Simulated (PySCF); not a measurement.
Compound: H₂O.
SMILES with atom numbers: `[OH2:1]` (hydrogens: H2, H3 on O1)

Geometry (PBE0-D3(BJ)/def2-TZVP, Å), atoms numbered from 1 in this order:
```xyz
3
H2O angstrom
O      0.0057    0.3774    0.0021
H     -0.7614   -0.1989   -0.0134
H      0.7617   -0.2135   -0.0079
```

Computed with PySCF at wB97X-D/pcSseg-2, non-relativistic, on one gas-phase PBE0-D3(BJ)/def2-TZVP geometry that isn't relaxed in the solvent. The solvent is an IEF-PCM continuum (cavity from Bondi-type radii × 1.2). Only the electrostatic response of the medium enters.

Gas phase at wB97X-D/pcSseg-2: HOMO -11.00 eV, LUMO 2.22 eV, dipole 2.00 D.

Question: What does the continuum do to the energy, the frontier levels and the dipole at wB97X-D/pcSseg-2 in chloroform?

Answer: 
```tsv
solvent	ε	E(solvent) − E(gas) (kcal/mol)	polarisation term (kcal/mol)	distortion of the solute (kcal/mol)	HOMO (eV)	LUMO (eV)	dipole (D)
chloroform	4.711	-4.56	-5.00	0.44	-11.01	2.53	2.25
```

The first energy column is the sum of the next two and covers electrostatics alone.

Question: Which radius a makes the point-dipole formula ΔE = −[(ε − 1)/(2ε + 1)]·μ²/a³ give the value in chloroform, with the gas-phase dipole?

Answer: μ = 0.787 au and |ΔE| = 0.00727 Eh give a = 1.65 Å; the farthest nucleus lies 0.79 Å from the centroid of the nuclei. The formula assumes a rigid point dipole at the centre of a sphere.

Question: Give the dipole vector in the frame of the coordinates (D, pointing from negative to positive charge), gas and chloroform.

Answer: Gas (-0.02, -2.00, -0.04), solvent (-0.02, -2.25, -0.05). Its length changes by +12 % and its direction by less than 1°.

wB97X-D is run here without its empirical dispersion term; that term would change no orbital, density or response property at a fixed geometry.
